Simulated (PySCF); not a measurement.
# CH5Al (AlH2Me): the cost of one run

The runs use PySCF 2.14.0; levels as typed in each script, gas phase, geometry from GFN2-xTB.

## (1) Where the work starts

7 atoms, charge 0, spin multiplicity 1.

Bond lengths: Al1–H2 1.551 Å, Al1–H3 1.551 Å, Al1–C4 1.985 Å, C4–H5 1.097 Å, C4–H6 1.098 Å, C4–H7 1.098 Å. Angles: H2–Al1–H3 112.5°, H2–Al1–C4 123.8°, H3–Al1–C4 123.7°, Al1–C4–H5 113.2°, Al1–C4–H6 112.2°, Al1–C4–H7 112.2°, H5–C4–H6 106.1°, H5–C4–H7 105.9°, H6–C4–H7 106.7°.

As a file:

```xyz
7
charge 0, multiplicity 1
Al   -0.72496   -0.00007    0.00149
H    -1.58675   -1.29019   -0.00391
H    -1.58638    1.29030   -0.00392
C     1.25958    0.00023   -0.00037
H     1.69338   -0.07992    1.00424
H     1.67324    0.91810   -0.43821
H     1.67346   -0.83872   -0.57540
```

## (2) Density, bond paths and surface potential (B3LYP/def2-svpd)

File input.py:

```python
import numpy as np
from pyscf import gto, scf, dft
from pyscf.scf import atom_ks, atom_hf
from scipy.linalg import block_diag

def solve(mol, dm0=None, hcore=None):
    mf = (dft.UKS if mol.spin else dft.RKS)(mol, xc='b3lyp')
    mf.grids.level = 3
    mf = mf.density_fit(auxbasis='def2-universal-jkfit')
    mf.conv_tol, mf.max_cycle = 1e-8, 80
    if hcore is not None:
        mf.get_hcore = lambda *args: hcore
    mf.kernel(dm0)
    if not mf.converged:
        mf = mf.newton().run(mf.mo_coeff, mf.mo_occ, max_cycle=30)
    assert mf.converged, 'SCF not converged'
    return mf

mol = gto.M(atom='''
Al    -0.72496    -0.00007     0.00149
H     -1.58675    -1.29019    -0.00391
H     -1.58638     1.29030    -0.00392
C      1.25958     0.00023    -0.00037
H      1.69338    -0.07992     1.00424
H      1.67324     0.91810    -0.43821
H      1.67346    -0.83872    -0.57540
''', basis='def2-svpd', charge=0, spin=0, verbose=4)
mf = solve(mol)
mf.analyze()
# spherically averaged free atoms, for the promolecule
atm = atom_ks.get_atm_nrks(mol, xc='b3lyp')
pro = block_diag(*[(atm[a[0]][2] * atm[a[0]][3]) @ atm[a[0]][2].T for a in mol._atom])
np.savez('result.npz', e=mf.e_tot, c=mf.mo_coeff, occ=mf.mo_occ, eps=mf.mo_energy, pro=pro, dip=mf.dip_moment(verbose=0), s2=mf.spin_square()[0])
```

Launch:

```
$ OMP_NUM_THREADS=1 python input.py
```

What time and memory should one allow on 1 thread of Arm Neoverse V2, shared host?

About 4.4 s, with a peak of 0.35 GiB.
